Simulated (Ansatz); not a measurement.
**CH$_{4}$⁺, doublet: reading a ladder of total energies**

Geometry: that of the CH4, singlet, kept fixed.

```
atom    x (Å)    y (Å)    z (Å)
   C   0.0000   0.0000   0.0000
   H   0.6280   0.6300   0.6292
   H  -0.6316  -0.6267   0.6289
   H  -0.6266   0.6282  -0.6325
   H   0.6301  -0.6314  -0.6257
```

Basis cc-pVDZ; Ansatz 0.2.0. Correlated methods freeze the noble-gas cores, which leaves 7 electrons in 33 orbitals. Prefix R: restricted or restricted open-shell reference.

Full CI is exact within this basis and frozen core; it isn't the basis-set limit.

The cluster runs stand on a determinant 0.13 eV above the lowest RHF solution, chosen by trial CCSD; the correlation energy below is counted from it.

Runs differ by some tens of microhartree through their thresholds and, for an open shell, their frozen cores, so steps under 0.03 kcal/mol mean nothing.

```tsv
level	total energy (hartree)
RHF determinant under the cluster runs	-39.702970
RMP2	-39.838857
RCCSD	-39.862649
RCCSD(T)	-39.865701
RCCSDT	-39.866185
RCCSDT(Q)	-39.866306
RCCSDTQ	-39.866315
full CI	-39.866318
```

Q: What is the correlation energy at full CI, and what share of it do RMP2 and RCCSDT recover?

A: E(corr) = -39.866318 − (-39.702970) = -0.163348 hartree = -4.445 eV. RMP2: -0.135887 / -0.163348 = 83.19 %. RCCSDT: -0.163215 / -0.163348 = 99.92 %.

Q: By how many kcal/mol does RCCSD(T) miss full CI (1 hartree = 627.509 kcal/mol), and which steps make up the rest?

A: -39.865701 − (-39.866318) = 0.000617 hartree = 0.39 kcal/mol. Steps: RCCSDT − RCCSD(T) = -0.30, RCCSDT(Q) − RCCSDT = -0.08, RCCSDTQ − RCCSDT(Q) = -0.01, full CI − RCCSDTQ = 0.00 kcal/mol. That is within 1 kcal/mol of the reference in this basis, which itself misses far more of the correlation at the basis-set limit.
